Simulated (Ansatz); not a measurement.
# CH4S2: ionisation energy by level of theory

The task here is to estimate one member of a computed series from the others.

Method: unrestricted cation, the program's frozen cores in correlated methods; program: Ansatz 0.2.0, Gaussian basis.

Levels to be run: UKS PBE-D4/def2-TZVPP; UKS r2SCAN-D4/def2-TZVPP; UKS PBE0-D4/def2-TZVPP; UKS B3LYP-D4/def2-TZVPP; UKS wB97X-V/def2-TZVPP; UKS wB97M-V/def2-TZVPP; UKS B2PLYP/def2-TZVPP; UHF-CCSD(T)/def2-TZVPP; UHF-MP2/def2-QZVPP; extrapolation to the limit; then −ε(HOMO) from the neutral's earlier runs with LDA (SPW92), PBE-D4, revPBE-D4, BLYP-D4, r2SCAN-D4, B97M-V, PBE0-D4, B3LYP-D4, r2SCANh-D4, r2SCAN0-D4, HSE06-D4, BHLYP-D4, CAM-B3LYP-D4, LC-ωPBE, ωB97X-V, ωB97M-V.

## Structure used throughout

An earlier PBE0-D4 in a triple-zeta def2 set relaxation fixed the geometry.

SMILES `CSS`, 7 atoms, charge 0, spin multiplicity 1.

Atoms are counted from 1 here; the program's logs count them from 0.

Bond lengths: C1–S2 1.802 Å, C1–H4 1.090 Å, C1–H5 1.089 Å, C1–H6 1.093 Å, S2–S3 2.037 Å, S3–H7 1.349 Å. Angles: S2–C1–H4 111.1°, S2–C1–H5 110.8°, S2–C1–H6 106.0°, H4–C1–H5 110.4°, H4–C1–H6 109.2°, H5–C1–H6 109.3°, C1–S2–S3 103.0°, S2–S3–H7 99.3°.

Geometry (Å):

```
C    -0.75767    0.53096   -0.25450
S     0.41067    0.31339    1.10063
S     1.93893   -0.71212    0.22785
H    -1.17046   -0.42557   -0.57409
H    -0.28528    1.03932   -1.09405
H    -1.56251    1.15621    0.13984
H     1.48762   -1.97019    0.40863
```

The first run:

File in.yaml:

```yaml
crystal:
  periodic: [false, false, false]
  atoms:
    - {symbol: C, position_ang: [-0.757666, 0.530959, -0.254501]}
    - {symbol: S, position_ang: [0.410668, 0.313395, 1.100627]}
    - {symbol: S, position_ang: [1.938925, -0.712118, 0.227847]}
    - {symbol: H, position_ang: [-1.170462, -0.425572, -0.574092]}
    - {symbol: H, position_ang: [-0.285278, 1.039323, -1.094053]}
    - {symbol: H, position_ang: [-1.562512, 1.156207, 0.139838]}
    - {symbol: H, position_ang: [1.487625, -1.970193, 0.408634]}
basis:
  gaussian: {orbitals: def2-TZVPP}
total_charge: 1
magnetization: {spin_polarized: true, initial_magnetization: 1}
hamiltonian: {xc: pbe, dispersion: d4}
```

Steps of the session up to this table: Cation, UKS PBE-D4/def2-TZVPP; Cation, UKS r2SCAN-D4/def2-TZVPP; Cation, UKS PBE0-D4/def2-TZVPP; Cation, UKS B3LYP-D4/def2-TZVPP; Cation, UKS wB97X-V/def2-TZVPP; Cation, UKS wB97M-V/def2-TZVPP; Cation, UKS B2PLYP (frozen core)/def2-TZVPP; Cation, UHF-CCSD(T)/def2-TZVPP; Cation, UHF-MP2/def2-QZVPP.

One table of the session follows, with a row left open; its other results are not shown here.

Orbital estimates, from the neutral's runs:

```
  functional  −ε(HOMO) (eV)
 LDA (SPW92)           5.79
      PBE-D4           5.70
   revPBE-D4           5.66
     BLYP-D4           5.55
   r2SCAN-D4              ?
      B97M-V           6.04
     PBE0-D4           6.93
    B3LYP-D4           6.70
  r2SCANh-D4           6.40
  r2SCAN0-D4           7.09
    HSE06-D4           6.53
    BHLYP-D4           8.03
CAM-B3LYP-D4           8.25
     LC-ωPBE           9.64
     ωB97X-V           9.28
     ωB97M-V           9.11
```

Q: Estimate the row for r2SCAN-D4 from the others.

Worked estimate for «−ε(HOMO) (eV)». Against the share of exact exchange, r2SCANh-D4 (0.1, 6.40), r2SCAN0-D4 (0.25, 7.09) give a slope of 4.60 per unit share; at 0 the line stands at 5.94.

The run gave: −ε(HOMO) (eV): 5.95. In «−ε(HOMO) (eV)» the line misses by -0.01.
